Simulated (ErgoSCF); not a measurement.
**Two attempts at N2H (dinitrogen monohydride)**

Wanted: the energy of N2H (dinitrogen monohydride), UPBE/6-311G**.

The calculation is run with ErgoSCF 3.8.

3 further runs of the same task are left out: 1 that didn't finish, 2 set aside as unsound or not needed.

### 1 The system as given

The species is N2H (3 atoms), meant as a doublet with charge 0. SMILES: `[N]=N`. Geometry: relaxed at GFN2-xTB.

Bond lengths: N1–N2 1.164 Å, N2–H3 1.037 Å. Angles: N1–N2–H3 124.8°.

### 2 First attempt

Contents of run.inp:

```
set_nthreads(1)
molecule_inline
N      1.35155102    -1.21025620     0.61457673
N     -0.45950580    -0.35031743    -0.28863677
H     -0.89202632     1.56057363    -0.32593996
EOF
scf.convergence_threshold = 1e-06
spin_polarization = 1
charge = 0
scf.max_number_of_iterations = 98
basis = "6-131Gss"
tmpdir = "."
XC.type = "GC2"
scf.output_mulliken_pop = 1
run "PBE"
```

Launch:

```console
$ ergo run.inp
```

The program printed:

```text
INMA ERGO version 3.8
INMA reading input from file run.inp
INMA N (charge=7.0) 1.351551 -1.210256 0.614577
INMA N (charge=7.0) -0.459506 -0.350317 -0.288637
INMA H (charge=1.0) -0.892026 1.560574 -0.325940
INMA  convergence_threshold := 1e-06
INMA  spin_polarization := 1
INMA  charge := 0
INMA  max_number_of_iterations := 98
INMA  basis := 6-131Gss
INMA Basis really set to 6-131Gss
INMA  type := GC2
INMA  output_mulliken_pop := 1
INMA running PBE
ERIN error opening file '6-131Gss'
ERIN error in read_basisset_file for standard basis set.
ERMA error in basisInfo->add_basisfuncs_for_molecule for main basis set, Basis='6-131Gss'
```

On the terminal:

```text
Inline main molecule with 3 atoms.
line 15: RUN failed
line 15: Aborted.
```

Run time: 0.36 s. Hardware: 1 thread of Arm Neoverse V1, shared host.

### 3 Reading the log

The program refused the input.

The log says `ERMA error in basisInfo->add_basisfuncs_for_molecule for main basis set, Basis='6-131Gss'`. What is wrong: the input names a basis that the program doesn't know. To mend it: basis set 6-311Gss in place of 6-131Gss.

### 4 Try two

Contents of job.ego:

```
set_nthreads(1)
molecule_inline
N    1.35155102  -1.21025620   0.61457673
N   -0.45950580  -0.35031743  -0.28863677
H   -0.89202632   1.56057363  -0.32593996
EOF
spin_polarization = 1
scf.convergence_threshold = 1e-06
scf.max_number_of_iterations = 100
XC.type = "GC2"
tmpdir = "."
basis = "6-311Gss"
scf.output_mulliken_pop = 1
run "PBE"
```

Launch:

```console
$ ergo job.ego
```

The program printed:

```text
[...]
INDF Weighted mixed functional:
[...]
INSC Energy   1 =        -54.01968215096
[...]
INDE PURIFICATION CONVERGED after 63 iterations
[...]
INDE PURIFICATION CONVERGED after 38 iterations
[...]
INDE PURIFICATION CONVERGED after 35 iterations
[...]
INDE E(LUMO) - E(HOMO) <=          0.28178762940 =          7.66783205965 eV
[...]
INSC Energy  41 =       -109.93793380901  ( diff     -0.000000000014438 )
[...]
RESC CONVERGED after  41 iterations.
RESC FINAL ENERGY:       -109.93793380901
RESC FINAL <S2> =          0.75234178243
[...]
INSC SCF: dipole_moment_x [atomic units] =      -0.33234799
INSC SCF: dipole_moment_y [atomic units] =       0.69831236
INSC SCF: dipole_moment_z [atomic units] =      -0.10921073
[...]
```

Wall time 8.7 s (1 thread of Arm Neoverse V1, shared host).

### 5 Outcome

Level: UPBE/6-311G**.

| quantity | value |
| --- | --- |
| total energy | -109.93793 Eh |
| dipole moment | 1.99 D |
| ⟨S²⟩ | 0.752 |
